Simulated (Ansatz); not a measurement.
**NHS (quintet): wave-function methods side by side, def2-QZVPP**

The task here is to estimate one member of a computed series from the others.

Method: def2-QZVPP, core rule «outside noble gas», up to 6 orbitals frozen; program: Ansatz 0.2.0, Gaussian basis.

The runs, in order: UHF; ROHF; CCSD(T) on UHF.

2 further runs of the same task are left out: 2 set aside as unsound or not needed.

**What is computed**

The geometry is a PBE0/def2-TZVP stationary point (not a proven minimum) of the parent state, kept for this charge and spin.

3 atoms, charge 0, spin multiplicity 5.

Atoms are counted from 1 here; the program's logs count them from 0.

Bond lengths: N1–S2 1.625 Å, S2–H3 1.355 Å. Angles: N1–S2–H3 98.1°.

The first run:

Input file in.yaml:

```yaml
crystal:
  periodic: [false, false, false]
  atoms:
    - {symbol: N, position_ang: [0.000000, 0.057746, 1.144666]}
    - {symbol: S, position_ang: [0.000000, -0.064782, -0.475896]}
    - {symbol: H, position_ang: [0.000000, 1.258410, -0.767310]}
basis:
  gaussian: {orbitals: "def2-QZVPP.json"}
magnetization: {spin_polarized: true, initial_magnetization: 4}
hamiltonian: {xc: hf}
output: {orbitals: {seedname: orbitals}}
```

Launch:

```console
ansatz run in.yaml --threads 1 --pin off --events-out ev --progress --plain --max-ram 2393MiB
```

Steps of the session up to this table: UHF; ROHF; CCSD(T) on UHF.

One table of the session follows, with a row left open; its other results are not shown here.

It belongs to the step «Misses and costs». 

```
  method  from UCCSD(T) (meV)
    ROHF                    ?
     UHF              +9680.9
    UMP2              +1353.3
   UCCSD               +400.0
UCCSD(T)                    0
```

**Question.** Estimate the row for ROHF.

The run gave: from UCCSD(T) (meV): +10064.4. In the column «from UCCSD(T) (meV)» it is the highest.
